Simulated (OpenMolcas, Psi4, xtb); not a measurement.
# How methods differ on BNH2Cl (SMILES N[B]Cl)

BNH2Cl has 5 atoms, charge 0, and is taken as a doublet. SMILES: `N[B]Cl`. The coordinates come from a PBE0-D4/def2-TZVP relaxation. This is one conformer, not always the lowest.

```
atom    x (Å)    y (Å)    z (Å)
   N  -0.3340   0.4121  -0.2567
   B  -0.0984  -0.5446   0.7044
  Cl   1.3432  -1.5262   0.7846
   H  -1.1767   0.9599  -0.2731
   H   0.3158   0.6251  -1.0006
```

Each level gives the dipole moment (D). The values are calculated.

| level | kind | program | value (D) | CPU time |
| --- | --- | --- | --- | --- |
| GFN1-xTB | semi-empirical | xtb | 3.26 | under 2 s |
| UHF/def2-TZVP | Hartree–Fock | OpenMolcas | 2.66 | 18 s |
| USVWN5/def2-TZVP | LDA | OpenMolcas | 2.69 | 33 s |
| UBLYP/def2-TZVP | GGA | OpenMolcas | 2.59 | 49 s |
| UTPSS/def2-TZVP | meta-GGA | OpenMolcas | 2.68 | 70 s |
| UM06-2X/def2-TZVP | hybrid meta-GGA | OpenMolcas | 2.66 | 65 s |
| UPBE0-D4/def2-TZVP (density fitting) | global hybrid | Psi4 | 2.68 | 6.3 s |

The values span 2.59 to 3.26 D. Magnitudes only. Times are those of the runs behind each value, whatever else they computed, on shared processors of several kinds: orders of magnitude only.
